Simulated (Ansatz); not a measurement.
C3H5NO can be A, `NC#CCO`, or B, `N/C=C1/CO1`.

Gas-phase electronic energies from Ansatz, PBE0-D4/def2-TZVP geometries. CCSD(T)/CBS is the MP2 limit (def2-TZVPP, def2-QZVPP) plus CCSD(T) − MP2 in def2-TZVPP, frozen cores. Functionals use def2-TZVPP. B3LYP here is the variant with VWN-RPA as its local correlation; programs differ in this. One conformer a species, not always the lowest.

(1) Which is lower in electronic energy at CCSD(T)/CBS, and by how much? (Best estimate.)

(2) Give E(B) − E(A) in kcal/mol with MP2/def2-TZVPP, HF/def2-TZVPP, B3LYP, CCSD(T)/def2-TZVPP, B3LYP-D4, PBE0-D4, ωB97M-V. (Estimate.)

(3) Does the order hold for the free energy at 298.15 K (harmonic terms from PBE0-D4)? (An estimate is asked.)

Largest T1 diagnostic: 0.013.

Results:

(1) Computed: A, by 5.2 kcal/mol.

(2) The calculation gave: MP2/def2-TZVPP 6.2, HF/def2-TZVPP 10.1, B3LYP 5.0, CCSD(T)/def2-TZVPP 4.8, B3LYP-D4 4.5, PBE0-D4 1.1, ωB97M-V 3.9. None reverses the order clearly.

(3) The calculation gave: Yes: G(B) − G(A) = +6.5 kcal/mol, for one conformer each.

From r2SCAN to r2SCAN0 (25 % exact exchange), in def2-TZVPP and without D4, E(B) − E(A) moves by +1.4 kcal/mol. Leaving LDA and LC-ωPBE aside and taking each functional with its dispersion term where it has one, the values, not all of them listed here, spread over 7.4 kcal/mol, from revPBE-D4 to BHLYP-D4. LDA lies −0.8 kcal/mol from PBE without D4.
